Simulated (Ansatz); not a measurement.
Input for Ansatz (development build ahead of 0.2.0):

```yaml
crystal:
  periodic: [false, false, false]
  atoms:
    - { symbol: P, position_ang: [0.0, 0.0, 0.0] }
    - { symbol: H, position_ang: [2.05448, 0.0, 0.0] }
    - { symbol: H, position_ang: [-1.99027, 0.0, 0.0] }
basis:
  gaussian: { orbitals: "6-31G" }
total_charge: 1
hamiltonian:
  xc: hf
correlation:
  method: fci
  frozen_orbitals: { H: 0, P: 5 }
```

The input is written out in the form of the current development build from the run's settings.

The run gave:

* Converged: yes
* Total energy: -341.38703 hartree
* State: lowest singlet root, of any spatial symmetry
